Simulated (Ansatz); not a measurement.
`CSSCF` + CH₄ → `CCSSC` + H–F  (formal exchange of groups at a C–F bond)

Calculated with Ansatz (gas phase, PBE0-D4/def2-TZVP geometries, no zero-point term in ΔE). CBS: MP2 limit from def2 TZ/QZ plus the TZ coupled-cluster correction, frozen cores. This one scheme is used for every species. DFT in def2-TZVPP. B3LYP here is the variant with VWN-RPA as its local correlation; programs differ in this. Each species was taken in one conformer, which may not be the lowest.

CCSD(T)/CBS gives -44.3 kJ/mol.

(1) Another level gave -18.1 kJ/mol. Which?
A. CCSD(T)/def2-TZVPP
B. B3LYP/def2-TZVPP
C. B2PLYP/def2-TZVPP
D. PBE0-D4/def2-TZVPP

Largest T1 diagnostic among the species: 0.012.

Answers

(1) B. B3LYP -18.1, B2PLYP -28.5, PBE0-D4 -35.2, CCSD(T)/def2-TZVPP -40.0 kJ/mol.

The D4 term adds −8.1 kJ/mol with B3LYP and −4.5 kJ/mol with PBE0; it sums over pairs of atoms, weighted by their polarisabilities, and B3LYP, whose exchange is more repulsive, gets the larger term. In def2-TZVPP, CCSD(T) changes the Hartree–Fock value by −19.9 kJ/mol (the triples alone add −1.3 kJ/mol) and MP2 by −30.2 kJ/mol.
